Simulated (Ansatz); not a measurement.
in.yaml

```yaml
crystal:
  periodic: [false, false, false]
  atoms:
    - {symbol: C, position_ang: [0.000000, 0.000000, -1.570733]}
    - {symbol: N, position_ang: [0.000000, 0.000000, -0.389633]}
    - {symbol: Si, position_ang: [0.000000, 0.000000, 1.960367]}
basis:
  gaussian: {orbitals: STO-3G}
magnetization: {spin_polarized: false, initial_magnetization: 3}
hamiltonian: {xc: {name: PBE0}}
correlation: {method: ccsd, electrons: valence}
scf: {omitted_lower_state_checks: [cluster_reference]}
```

```sh
$ ansatz run in.yaml --threads 1 --pin off --events-out ev --progress --plain --max-ram 2393MiB
```

The program prints:

```
these checks for a lower state are left out or cut short: cluster_reference
228 factors; integrals over basis functions are off by at most 1.9e-5 eV
mean field evaluation 1: about -10265.3548 eV, gradient 1.0e1 eV
mean field evaluation 2: about -10265.3294 eV, gradient 9.9e0 eV
mean field evaluation 4: about -10265.7299 eV, gradient 5.9e0 eV
mean field evaluation 8: about -10265.9817 eV, gradient 1.5e-1 eV
mean field evaluation 16: about -10265.9815 eV, gradient 2.2e-6 eV
mean field -10265.98148581 eV, -377.2678610712 hartree, gradient 2.2e-6 eV, S^2 3.750000; 0 other end points of the search recorded, 0 dependent functions left out
7 core orbitals not correlated: weight in the atoms' cores, before any rotation towards them, 1.000 or more for the frozen orbitals, at most 0.000 for the correlated occupied ones
reference -10243.86666586 eV, -376.4551564282 hartree; 8, 5 occupied and 4, 7 virtual orbitals, 228 factors
second order -5.37819682 eV of doubles, -0.22784172 eV of singles
cycle   1  -4.87612968 eV  change   -4.6e-1 eV  update   8.4e-2
cycle   2  -5.23694308 eV  change   -3.6e-1 eV  update   4.4e-2
cycle   3  -5.42912858 eV  change   -1.9e-1 eV  update   2.3e-2
cycle   4  -5.45605555 eV  change   -2.7e-2 eV  update   1.0e-2
cycle   5  -5.47003200 eV  change   -1.4e-2 eV  update   5.9e-3
cycle   6  -5.47362313 eV  change   -3.6e-3 eV  update   3.7e-3
cycle   7  -5.47635487 eV  change   -2.7e-3 eV  update   1.7e-3
cycle   8  -5.47475680 eV  change    1.6e-3 eV  update   8.2e-4
cycle   9  -5.47516811 eV  change   -4.1e-4 eV  update   4.6e-4
cycle  10  -5.47510839 eV  change    6.0e-5 eV  update   2.3e-4
cycle  11  -5.47522458 eV  change   -1.2e-4 eV  update   8.8e-5
cycle  12  -5.47522539 eV  change   -8.1e-7 eV  update   3.8e-5
cycle  13  -5.47520518 eV  change    2.0e-5 eV  update   1.9e-5
cycle  14  -5.47518261 eV  change    2.3e-5 eV  update   9.0e-6
cycle  15  -5.47518477 eV  change   -2.2e-6 eV  update   4.8e-6
cycle  16  -5.47518556 eV  change   -7.9e-7 eV  update   2.4e-6
WARN: the results are in doubt because among natural orbitals full CI differs from the method by -0.168 eV
Total energy: -10249.34185142 eV, -376.6563657862 hartree
In doubt: among natural orbitals full CI differs from the method by -0.168 eV
Checks for a lower state left out: cluster_reference
```

Ran on 1 thread of Intel Xeon 6975P-C, shared host: 0.48 s wall, 0.15 GiB peak host memory.
